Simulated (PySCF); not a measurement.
Phosphabenzene, C₅H₅P.
Atom-mapped SMILES: `[cH:1]1[cH:2][cH:3][p:4][cH:5][cH:6]1` (hydrogens: H7 on C1; H8 on C2; H9 on C3; H10 on C5; H11 on C6)

Structure used (PBE0-D3(BJ)/def2-SVP), in Å, numbered top down from 1:
```xyz
11
C5H5P angstrom
C     -0.1661    1.1584   -0.0391
C     -1.3691    0.4526    0.0046
C     -1.4368   -0.9357    0.0694
P     -0.0702   -2.0087    0.1065
C      1.2288   -0.8558    0.0429
C      1.0781    0.5256   -0.0205
H     -0.1988    2.2495   -0.0896
H     -2.3037    1.0227   -0.0132
H     -2.4280   -1.4015    0.1001
H      2.2463   -1.2620    0.0532
H      1.9764    1.1507   -0.0574
```

The closed-shell ground state was solved at several levels (PySCF, density fitting, gas phase, non-relativistic).

```
             level  basis functions  HOMO (eV)  LUMO (eV)  gap (eV)  dipole (D)
     PBE0/def2-SVP              113      -7.12      -1.38      5.74        1.67
       PBE0/6-31G*               98      -6.95      -1.21      5.74        1.91
PBE0/6-311+G(2d,p)              200      -7.14      -1.51      5.63        1.69
        PBE0/6-31G               68      -7.09      -1.23      5.86        2.16
       PBE0/STO-3G               39      -4.68       1.83      6.51        0.28
```

Task: What might PBE0/def2-TZVP (222 basis functions) give for the same quantities?

Result: HOMO -7.12 eV, LUMO -1.48 eV, gap 5.64 eV, dipole 1.68 D.

Task: How much does the basis alone move the frontier levels among the 6 PBE0 rows (the withheld one included)?

Result: The HOMO by 2.46 eV and the LUMO by 3.34 eV. By rising basis size (HOMO, LUMO in eV): STO-3G -4.68, 1.83; 6-31G -7.09, -1.23; 6-31G* -6.95, -1.21; def2-SVP -7.12, -1.38; 6-311+G(2d,p) -7.14, -1.51; def2-TZVP -7.12, -1.48.

Task: How far do the dipole and the HOMO energy spread over the levels?

Result: The dipole runs from 0.28 to 2.16 D (mean 1.57 D) and the HOMO from -7.14 to -4.68 eV.
